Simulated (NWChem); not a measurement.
Atomisation of ozone (O3)

```xyz
3

O     -1.0889     0.0000    -0.2168
O      0.0000     0.0000     0.4335
O      1.0889     0.0000    -0.2168
```
Charge 0, spin multiplicity 1.

The numbers come from NWChem runs, not from measurements. The geometry was optimised at PBE/def2-SVP, a minimum by its harmonic frequencies.

Basis set: def2-TZVP. The atomisation energy is electronic alone: no zero-point, thermal, spin-orbit or counterpoise terms. No value is extrapolated to the basis-set limit. Free atoms are single determinants with multiplicities O 3. Correlated methods freeze the same cores in atoms and molecule, 3 orbitals in all.

B3LYP has NWChem's definition, with VWN1-RPA local correlation. The species is likely to have several important configurations. No SCF solution was tested for a lower state. Open-shell Hartree-Fock references start from PBE0 orbitals. Coupled-cluster values serve here as a point of comparison, not as the truth.

| method | atomisation energy (kcal/mol) |
|---|---|
| HF | -58.7 |
| PBE0 | ___ |
| B3LYP | 139.9 |
| BP86 | 182.4 |
| r2SCAN | 151.6 |
| LDA (SVWN5) | 241.5 |
| TPSS | 155.3 |
| PBE | ___ |
| MP2 | 160.1 |
| CCSD(T) | 132.6 |

Task: Complete the blanks.

Result: 
- PBE0, atomisation energy (kcal/mol): 138.5
- PBE, atomisation energy (kcal/mol): 184.9
